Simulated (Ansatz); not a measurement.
**1T (CdI2-type) HfS₂**

Level of theory: LDA in Ansatz (PAW).

Numerical settings: plane-wave cutoff 520 eV, 12×12×6 k mesh (along the axes of the cell as run), Fermi–Dirac smearing 0.01 eV, scalar-relativistic PAW data made under PBE.

Cell (relaxed at this level):

```cif
data_HfS2
_chemical_formula_sum 'Hf1 S2'
_space_group_name_H-M_alt 'P 1'
_space_group_IT_number 1
_cell_length_a 3.55542
_cell_length_b 3.55542
_cell_length_c 5.67891
_cell_angle_alpha 90.000
_cell_angle_beta 90.000
_cell_angle_gamma 120.000
loop_
_space_group_symop_operation_xyz
  'x, y, z'
loop_
_atom_site_label
_atom_site_type_symbol
_atom_site_fract_x
_atom_site_fract_y
_atom_site_fract_z
_atom_site_occupancy
Hf1 Hf 0.00000 0.00000 0.00000 1
S1 S 0.33333 0.66667 0.25472 1
S2 S 0.66667 0.33333 0.74528 1
```

- bulk modulus = 32.9 GPa
- band gap = 0.57 eV
- smallest direct gap on the k points sampled = 1.56 eV
- direct gap at Γ = 1.66 eV
- pressure derivative B′ of the bulk modulus = 12.3

Measured, for comparison: band gap 1.8 eV (temperature not stated, no zero-point or thermal correction, fundamental, indirect, our sources range from 1.80 to 1.96; as tabulated in Rybak et al. (2022), arXiv:2210.12074).

Note: the bulk modulus comes from volumes at which shape and atoms were relaxed.

Spin–orbit coupling is not included.

The computed numbers hold no vibrational or temperature effects.

Ansatz is a quantum-chemistry and plane-wave program.
